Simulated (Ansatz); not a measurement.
Cost and result for the atomization energy of C$_{2}$H$_{2}$FNO (7 atoms, 6 bonds).

Z-matrix (Å, degrees):
```
C
C 1 1.496
N 1 1.253 2 122.5
F 1 1.332 2 118.4 3 180.0
O 2 1.297 1 108.1 3 -179.9
H 3 1.020 1 107.6 2 -0.0
H 5 0.967 2 108.5 1 180.0
```

The species carries charge 0 and has multiplicity 1. The bonds changed during the relaxation, so this is another structure than the one it started from. All single points use the PBE0-D4/def2-TZVP geometry. It is one conformer, not always the lowest. Program: Ansatz. All runs use 2 threads of an Arm Neoverse V2 on a shared host. Times are those of one run each, without the atoms' runs, and a repeat can differ threefold. Electronic energies, without spin–orbit coupling; frozen cores. CCSD(T)/CBS adds CCSD(T) − MP2 in def2-TZVPP to the MP2 limit, and its time is that of the two runs behind it. T1 = 0.016; the RHF reference is unstable towards UHF. B3LYP takes the VWN-RPA correlation (the form of Gaussian; ORCA's B3LYP/G).

CCSD(T)/CBS is a level of theory with its own doubt, some kJ/mol a heavy atom from the limit and from the frozen cores, so smaller differences don't rank the functionals.

```
                             level  functions  atomization (kJ/mol)  difference from CCSD(T)/CBS  per bond
                 CCSD(T)/CBS(def2)          –                2781.8                          0.0       0.0
            LDA (SPW92)/def2-TZVPP        183                3401.9                        620.1     103.4
                BLYP-D4/def2-TZVPP        183                2853.3                         71.5      11.9
   PBE-D4/def2-TZVPP (with forces)        183                2956.5                        174.7      29.1
                PBE0-D4/def2-TZVPP        183                2813.9                         32.1       5.3
                CCSD(T)/def2-TZVPP        183                2685.1                        -96.7     -16.1
                  CCSD(T)/def2-SVP         80                2607.0                       -174.8     -29.1
               BHLYP-D4/def2-TZVPP        183                2612.4                       -169.4     -28.2
 B3LYP-D4/def2-TZVPP (with forces)        183                2795.4                         13.6       2.3
r2SCAN-D4/def2-TZVPP (with forces)        183                2797.4                         15.6       2.6
           CAM-B3LYP-D4/def2-TZVPP        183                2811.4                         29.6       4.9
                 B2PLYP/def2-TZVPP        183                2763.4                        -18.4      -3.1
                    MP2/def2-QZVPP        345                2844.2                         62.4      10.4
```

Problem. Order the runs by time, with rough figures. (Estimate.)

Solution. The calculation gave: LDA (SPW92)/def2-TZVPP 0.9 s; BLYP-D4/def2-TZVPP 1.4 s; PBE-D4/def2-TZVPP (with forces) 1.8 s; BHLYP-D4/def2-TZVPP 1.9 s; PBE0-D4/def2-TZVPP 1.9 s; CAM-B3LYP-D4/def2-TZVPP 2.3 s; B3LYP-D4/def2-TZVPP (with forces) 2.6 s; CCSD(T)/def2-SVP 2.9 s; r2SCAN-D4/def2-TZVPP (with forces) 3.3 s; B2PLYP/def2-TZVPP 4.2 s; MP2/def2-QZVPP 14 s; CCSD(T)/def2-TZVPP 58 s; CCSD(T)/CBS(def2) 72 s.

From BLYP to BHLYP (50 % exact exchange), in def2-TZVPP and without D4, the atomization energy moves by −228.2 kJ/mol: exact exchange takes away binding that semilocal exchange gives to molecules. The D4 term adds +16.8 kJ/mol with B3LYP and +8.7 kJ/mol with PBE0; it sums over pairs of atoms, weighted by their polarisabilities, and B3LYP, whose exchange is more repulsive, gets the larger term. At CCSD(T), def2-SVP lies −174.8 kJ/mol from the extrapolated value and def2-TZVPP −96.7 kJ/mol: correlation converges slowly with the basis, and small sets miss more of it in the bonded molecule than in its fragments.
